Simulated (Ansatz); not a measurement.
From input file to script: C2H5FO, SMILES COCF in Ansatz 0.2.0.

```yaml
crystal:
  periodic: [false, false, false]
  atoms:
    - { symbol: C, position_ang: [1.16811, 0.09591, -0.04537] }
    - { symbol: O, position_ang: [-0.03053, 0.66837, -0.51765] }
    - { symbol: C, position_ang: [-1.12608, -0.04656, 0.00825] }
    - { symbol: F, position_ang: [-2.29516, 0.52144, -0.45986] }
    - { symbol: H, position_ang: [1.23565, 0.1586, 1.06373] }
    - { symbol: H, position_ang: [2.02178, 0.66636, -0.46549] }
    - { symbol: H, position_ang: [1.27131, -0.95974, -0.38235] }
    - { symbol: H, position_ang: [-1.14031, 0.0051, 1.11997] }
    - { symbol: H, position_ang: [-1.10477, -1.10948, -0.32122] }
basis:
  gaussian:
    orbitals: "6-31G"
hamiltonian:
  xc: pbe
  dispersion: d3bj
md:
  timestep: 0.5
  n_steps: 40
  ensemble: nvt_nose_hoover
  temperature: 500.0
  nose_hoover:
    tau: 10.0
  initial_velocities: maxwell_boltzmann
  seed: 55
```

Script `md_c2h5fo.py`:
```python
"""A short Born-Oppenheimer trajectory of C2H5FO."""

import ansatz as az
import numpy as np
from rdkit import Chem
from rdkit.Chem import AllChem

# start geometry from RDKit
rd = Chem.AddHs(Chem.MolFromSmiles("COCF"))
AllChem.EmbedMolecule(rd, randomSeed=848)
AllChem.UFFOptimizeMolecule(rd)
system = az.Crystal.molecule()
for atom, xyz in zip(rd.GetAtoms(), rd.GetConformer().GetPositions()):
    system = system.atom(atom.GetSymbol(), xyz.round(5).tolist())

calc = system.calculation()
calc = calc.basis(gaussian="6-31G").functional("PBE", dispersion="d3bj")
calc = calc.md("nvt_nose_hoover", timestep=0.5, steps=40, temperature=500, initial_velocities="maxwell_boltzmann", seed=55, thermostat_time=10)
frames = []
calc.session().plan().execute(on_event=lambda e: frames.append(e["data"]) if e["event"] == "md_step" else None)
print("t (fs)   E_pot (eV)      E_kin (eV)   T (K)   d(0-1) (A)")
for f in frames[::2]:
    xyz = np.array(f["positions_ang"])
    print(f"{f['time_fs']:6.2f} {f['lagrangian_ev']:14.5f} {f['e_kin_ev']:10.5f} {f['temperature_k']:8.1f} {np.linalg.norm(xyz[0] - xyz[1]):9.4f}")
kept = np.array([f["conserved_ev"] for f in frames])
print(f"conserved energy moves by at most {1000 * np.ptp(kept):.3f} meV")
```

```console
$ python md_c2h5fo.py
t (fs)   E_pot (eV)      E_kin (eV)   T (K)   d(0-1) (A)
  0.00    -6909.07519    0.45241    500.0    1.4098
  1.00    -6909.03571    0.41338    456.9    1.4033
  2.00    -6908.95396    0.33338    368.4    1.3989
  3.00    -6908.88652    0.26856    296.8    1.3966
  4.00    -6908.86082    0.24641    272.3    1.3963
  5.00    -6908.85414    0.24555    271.4    1.3984
  6.00    -6908.83809    0.23838    263.5    1.4028
  7.00    -6908.81502    0.22696    250.8    1.4097
  8.00    -6908.81350    0.23995    265.2    1.4192
  9.00    -6908.85948    0.30557    337.7    1.4313
 10.00    -6908.94444    0.41939    463.5    1.4457
 11.00    -6909.01916    0.53363    589.8    1.4620
 12.00    -6909.02677    0.58616    647.8    1.4797
 13.00    -6908.95348    0.55468    613.0    1.4980
 14.00    -6908.85010    0.48483    535.8    1.5160
 15.00    -6908.77802    0.43826    484.4    1.5329
 16.00    -6908.73320    0.41430    457.9    1.5483
 17.00    -6908.66915    0.36863    407.4    1.5618
 18.00    -6908.57582    0.29086    321.5    1.5733
 19.00    -6908.49651    0.22396    247.5    1.5828
 20.00    -6908.48582    0.22379    247.3    1.5902
conserved energy moves by at most 3.267 meV
```

Reading the output:
- Total energies depend on the basis set; only differences at equal settings carry meaning.
- The trajectory is only some femtoseconds long, so its temperature is not equilibrated; where the script doesn't relax first, it starts from a rough generated geometry.
- The temperature counts the internal degrees of freedom alone.
- Hardware and time: 57 s on 1 thread of Intel(R) Xeon(R) Platinum 8375C CPU @ 2.90GHz (Ice Lake) (shared host), peak memory 0.23 GiB.

(Lines on the test bed's own set-up are left out of the output.)
